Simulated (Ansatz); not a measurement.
Rutile MnF2, treated with PBEsol in Ansatz (PAW).

Numerical settings: plane-wave cutoff 520 eV, 8×8×10 k mesh (along the axes of the cell as run), Fermi–Dirac smearing 0.01 eV, spin-polarised with opposed moments, scalar-relativistic PAW data made under PBE.

Cell (relaxed at this level):

```
CELL_PARAMETERS angstrom
      4.85487     0.00000     0.00000
      0.00000     4.85487     0.00000
      0.00000     0.00000     3.27209
ATOMIC_POSITIONS crystal
  Mn 0.00000 0.00000 0.00000
  Mn 0.50000 0.50000 0.50000
  F  0.30308 0.30308 0.00000
  F  0.80308 0.19692 0.50000
  F  0.19692 0.80308 0.50000
  F  0.69692 0.69692 0.00000
```
Starting moments (μB, in the order of the record's atoms Mn Mn F F F F): 5.0 -5.0 0.0 0.0 0.0 0.0.

### Question
What does this level give for the magnetic moment (largest site, within a sphere), pressure derivative B′ of the bulk modulus and smallest direct gap on the k points sampled?

### Answer

- magnetic moment (largest site, within a sphere): 4.10 μB
- pressure derivative B′ of the bulk modulus: 4.9
- smallest direct gap on the k points sampled: 2.11 eV

Note: without U or exact exchange, gaps and moments of open d shells tend to come out too small; the bulk modulus comes from volumes at which shape and atoms were relaxed.

Moments are spin moments.

The computed numbers hold no vibrational or temperature effects.

It cost very roughly 19 core-minutes of CPU time.

Ansatz is a quantum-chemistry and plane-wave program.
